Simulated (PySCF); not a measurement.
# Basis-set dependence of population analyses: `C=C(F)CF`

C3H4F2.
Numbering: `[CH2:1]=[C:2]([F:3])[CH2:4][F:5]` (hydrogens: H6, H7 on C1; H8, H9 on C4)

Cartesian coordinates in Å at the PBE0-D3(BJ)/def2-SVP level; atoms count from 1:
```
atom  x, y, z in Å
C1     1.297    0.006    0.572
C2     0.222    0.475   -0.046
F3     0.126    1.743   -0.455
C4    -1.021   -0.282   -0.386
F5    -0.935   -1.577    0.027
H6     1.314   -1.038    0.882
H7     2.153    0.651    0.770
H8    -1.182   -0.250   -1.479
H9    -1.890    0.205    0.094
```

PBE0 throughout (PySCF), one geometry, spherical d and f functions. One conformer (not necessarily the lowest) at the PBE0-D3(BJ)/def2-SVP geometry, without solvent, vibrations or thermal averaging. The first 7 of 8 kinds of atom are listed.

Mulliken charges (e):

```
        basis  functions      C1      C2      F3      C4      F5      H6      H7
       STO-3G         29  -0.216  +0.092  -0.074  -0.052  -0.102  +0.091  +0.087
        6-31G         53  -0.397  +0.318  -0.319  -0.039  -0.329  +0.196  +0.184
     pcSseg-0         53  -0.409  +0.181  -0.351  -0.030  -0.380  +0.241  +0.242
       6-31G*         78  -0.491  +0.404  -0.315  -0.029  -0.325  +0.202  +0.191
      cc-pVDZ         90  -0.064  -0.015  -0.171  +0.236  -0.222  +0.062  +0.057
     def2-SVP         90  -0.128  +0.060  -0.211  +0.288  -0.260  +0.070  +0.068
  aug-cc-pVDZ        151  +0.510  +0.594  -0.555  +0.845  -0.428  -0.374  -0.401
6-311+G(2d,p)        159  -0.264  +0.372  -0.292  -0.158  -0.263  +0.145  +0.139
    def2-TZVP        179  -0.345  +0.182  -0.188  +0.019  -0.215  +0.158  +0.147
      cc-pVTZ        206  -0.350  +0.182  -0.163  +0.119  -0.206  +0.142  +0.134
     IGLO-III        215  -0.315  +0.321  -0.242  -0.029  -0.255  +0.125  +0.127
```

IAO charges (e):

| basis | functions | C1 | C2 | F3 | C4 | F5 | H6 | H7 |
| --- | --- | --- | --- | --- | --- | --- | --- | --- |
| STO-3G | 29 | -0.334 | +0.119 | -0.088 | -0.116 | -0.130 | +0.143 | +0.141 |
| 6-31G | 53 | -0.377 | +0.253 | -0.254 | -0.016 | -0.290 | +0.182 | +0.174 |
| pcSseg-0 | 53 | -0.369 | +0.241 | -0.241 | -0.015 | -0.283 | +0.176 | +0.169 |
| 6-31G* | 78 | -0.380 | +0.280 | -0.261 | +0.023 | -0.299 | +0.172 | +0.166 |
| cc-pVDZ | 90 | -0.387 | +0.284 | -0.261 | +0.021 | -0.301 | +0.174 | +0.167 |
| def2-SVP | 90 | -0.376 | +0.281 | -0.262 | +0.026 | -0.302 | +0.171 | +0.163 |
| aug-cc-pVDZ | 151 | -0.393 | +0.288 | -0.274 | +0.022 | -0.314 | +0.181 | +0.173 |
| 6-311+G(2d,p) | 159 | -0.392 | +0.288 | -0.275 | +0.020 | -0.315 | +0.182 | +0.173 |
| def2-TZVP | 179 | -0.395 | +0.291 | -0.274 | +0.024 | -0.314 | +0.180 | +0.172 |
| cc-pVTZ | 206 | -0.396 | +0.291 | -0.272 | +0.022 | -0.312 | +0.180 | +0.172 |
| IGLO-III | 215 | -0.395 | +0.290 | -0.275 | +0.021 | -0.315 | +0.182 | +0.173 |

Hirshfeld charges (e):

```
        basis  functions      C1      C2      F3      C4      F5      H6      H7
       STO-3G         29  -0.114  +0.053  -0.032  +0.065  -0.070  +0.032  +0.031
        6-31G         53  -0.131  +0.076  -0.091  +0.038  -0.112  +0.056  +0.058
     pcSseg-0         53  -0.132  +0.080  -0.083  +0.034  -0.104  +0.051  +0.054
       6-31G*         78  -0.136  +0.075  -0.080  +0.035  -0.101  +0.052  +0.055
      cc-pVDZ         90  -0.140  +0.072  -0.067  +0.021  -0.087  +0.049  +0.053
     def2-SVP         90  -0.140  +0.080  -0.074  +0.023  -0.094  +0.051  +0.054
  aug-cc-pVDZ        151  -0.140  +0.073  -0.079  +0.015  -0.097  +0.054  +0.059
6-311+G(2d,p)        159  -0.135  +0.070  -0.082  +0.020  -0.100  +0.054  +0.059
    def2-TZVP        179  -0.139  +0.074  -0.079  +0.018  -0.097  +0.053  +0.057
      cc-pVTZ        206  -0.141  +0.075  -0.075  +0.016  -0.093  +0.052  +0.056
     IGLO-III        215  -0.139  +0.074  -0.079  +0.015  -0.097  +0.054  +0.058
```

Problem. Which scheme is steadiest as the basis changes?

Solution. Largest range over the bases for any column: Hirshfeld 0.06 e, IAO 0.19 e, Mulliken 1.00 e. Hirshfeld charges move least and Mulliken charges most, counted in e. Without the minimal STO-3G basis the ranges are Hirshfeld 0.03, IAO 0.05, Mulliken 1.00 e.

Problem. How much do the charges still move between the two largest bases, cc-pVTZ and IGLO-III?

Solution. At most, over all atoms: Mulliken 0.148 e, IAO 0.003 e, Hirshfeld 0.004 e.

Problem. What do the same runs give for the total energy, the frontier levels and the dipole moment?

Solution. 
```csv
basis,energy (Eh),HOMO (eV),LUMO (eV),μ (D)
STO-3G,-311.7539,-4.76,3.81,0.59
6-31G,-315.9620,-7.49,0.56,0.37
pcSseg-0,-315.3132,-7.72,0.32,0.45
6-31G*,-316.0307,-7.28,0.77,0.43
cc-pVDZ,-316.0579,-7.42,0.55,0.48
def2-SVP,-315.8033,-7.53,0.44,0.45
aug-cc-pVDZ,-316.0850,-7.64,-0.01,0.36
"6-311+G(2d,p)",-316.1452,-7.66,0.05,0.36
def2-TZVP,-316.1759,-7.62,0.22,0.39
cc-pVTZ,-316.1609,-7.57,0.31,0.41
IGLO-III,-316.1819,-7.64,0.11,0.37
```

The dipole is fixed by the density alone, so its range of 0.23 D shows that the density itself changes with the basis, not only its division among atoms.
